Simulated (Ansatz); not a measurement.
Geometry optimisation, RKS BLYP/def2-SVP (Ansatz 0.2.0).

Input file:

```yaml
crystal:
  periodic: [false, false, false]
  atoms:
    - { symbol: C, position_ang: [-0.4332, -1.6368, 0.4548] }
    - { symbol: C, position_ang: [0.0596, -0.4159, 0.1292] }
    - { symbol: O, position_ang: [1.3896, -0.2103, 0.1879] }
    - { symbol: O, position_ang: [-0.7228, 0.639, -0.2823] }
    - { symbol: C, position_ang: [-0.2412, 1.811, -0.6118] }
    - { symbol: S, position_ang: [-1.2742, 3.0483, -1.0749] }
    - { symbol: H, position_ang: [0.133, -2.4401, 0.7695] }
    - { symbol: H, position_ang: [-1.5188, -1.7118, 0.3727] }
    - { symbol: H, position_ang: [1.8411, -1.0227, 0.5423] }
    - { symbol: H, position_ang: [-0.99547, -0.21157, 0.31132] }
basis:
  gaussian: { orbitals: def2-SVP }
hamiltonian:
  xc: blyp
relax:
  f_tol: 0.02
  max_steps: 50
output:
  orbitals: {}
```

Run as:

```bash
$ ansatz run input.yaml --threads 2 --pin off --max-ram 3072MiB --backend cpu --events-out ev --progress --plain --runs-dir out
```

**Question.** Where does it end, and by what steps?

**Answer.** It converged. The force dipped under the threshold on the way, but the program's further checks kept it going. After 39 steps the energy has fallen by 7.193 eV; C5 moved furthest, 2.54 Å. The start is strongly strained (largest force component 10 eV/Å), so its close contacts needn't be bonds. Parted: C2–H10 (1.09 → 1.91 Å), O4–C5 (1.31 → 4.48 Å).

```
step  energy less start (eV)  largest force component (eV/Å)  accepted
   0                  0.0000                          10.238       yes
   2                 -3.7748                           3.233       yes
   4                 -5.5140                           3.267       yes
   6                 -6.6663                           1.453       yes
   8                 -6.9843                           0.667       yes
  10                 -7.0909                           0.272       yes
  12                 -7.1391                           0.314       yes
  14                 -7.1454                           0.150       yes
  16                 -7.1513                           0.457       yes
  18                 -7.1653                           0.035       yes
  20                 -7.1697                           0.191       yes
  22                 -7.1819                           0.055       yes
  24                 -7.1651                           1.406        no
  26                 -7.1869                           0.127       yes
  28                 -7.1885                           0.048       yes
  30                 -7.1899                           0.238       yes
  32                 -7.1914                           0.041       yes
  34                 -7.1902                           0.191        no
  36                 -7.1916                           0.211       yes
  38                 -7.1927                           0.004       yes
  39                 -7.1929                           0.014       yes
```

```xyz
10
Properties=species:S:1:pos:R:3
C -0.294 -2.048 0.465
C -0.078 -0.711 0.551
O 1.133 -0.091 0.615
O -1.037 0.258 0.586
C -0.622 3.650 -2.317
S -0.011 2.953 -1.069
H 0.545 -2.755 0.439
H -1.313 -2.454 0.418
H 1.826 -0.778 0.592
H -1.910 -0.175 0.518
```

Run time: 97 s on 2 threads of Intel(R) Xeon(R) Platinum 8488C (Sapphire Rapids), with other jobs on the host, peak memory 0.16 GiB.
